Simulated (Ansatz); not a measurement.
Computed with Ansatz.

A structure relaxed at PBE0-D4/def2-TZVP, charge 0, multiplicity 1:

```
atom   x (Å)   y (Å)   z (Å)
  B1  -0.448  -0.056   1.188
  N2   0.233  -0.432   0.004
  B3   0.302   0.328  -1.190
  H4  -1.024   0.990   1.206
  H5  -0.432  -0.788   2.134
  H6   0.713  -1.322   0.012
  H7   0.912  -0.101  -2.126
  H8  -0.256   1.382  -1.227
```

(1) Give its formula and SMILES.

(2) Point group (tolerance 0.08 Å, 0.16 Å for H)?

(3) Summarise the bond lengths by kind.

Answers

(1) B2H5N, `BNB`.

(2) C2v.

(3) 2 × B–N 1.417 Å; 4 × B–H 1.194 to 1.197 Å; 1 × H–N 1.011 Å.
